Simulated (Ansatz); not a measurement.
C3H6FNO (`C/N=C(\F)OC`), relaxed with RKS PBE0-D4/def2-TZVP in Ansatz 0.2.0 from a PBE-D4/def2-SVP geometry. The force threshold is 0.005 eV/Å; the program also tests the step.

The species carries charge 0 and has multiplicity 1.

Start:

```xyz
12

C    -1.628   -1.203    0.385
N    -0.363   -0.527    0.189
C    -0.337    0.650   -0.271
F    -1.418    1.380   -0.617
O     0.754    1.384   -0.499
C     1.995    0.746   -0.186
H    -2.185   -1.342   -0.569
H    -2.305   -0.650    1.074
H    -1.452   -2.207    0.819
H     2.783    1.483   -0.422
H     2.126   -0.175   -0.789
H     2.030    0.462    0.886
```

```csv
step,energy (eV),largest force (eV/Å),largest move (Å)
1,-9455.8481,0.878,0.000
2,-9455.9070,0.315,0.031
3,-9455.9122,0.064,0.013
4,-9455.9123,0.031,0.004
5,-9455.9124,0.060,0.019
6,-9455.9124,0.025,0.007
7,-9455.9127,0.058,0.045
8 (rejected),-9455.9126,0.114,0.067
9,-9455.9131,0.057,0.033
10 (rejected),-9455.9130,0.183,0.098
11 (rejected),-9455.9100,0.240,0.049
13,-9455.9147,0.039,0.049
15,-9455.9167,0.144,0.031
17 (rejected),-9455.9190,0.356,0.123
19,-9455.9225,0.310,0.099
21,-9455.9276,0.020,0.066
23,-9455.9292,0.074,0.005
25,-9455.9309,0.070,0.081
27,-9455.9315,0.005,0.012
29,-9455.9315,0.005,0.011
30,-9455.9315,0.004,0.002
```

End:

```xyz
12

C    -1.628   -1.208    0.300
N    -0.372   -0.530    0.106
C    -0.332    0.701   -0.076
F    -1.387    1.516   -0.113
O     0.750    1.432   -0.265
C     1.976    0.711   -0.255
H    -1.745   -1.974   -0.470
H    -2.502   -0.550    0.273
H    -1.612   -1.724    1.263
H     2.753    1.453   -0.422
H     1.982   -0.040   -1.046
H     2.117    0.213    0.705
```

It took 53 s on 4 threads of an Intel Xeon 6975P-C on a shared host, with 0.65 GiB of host memory at the peak.
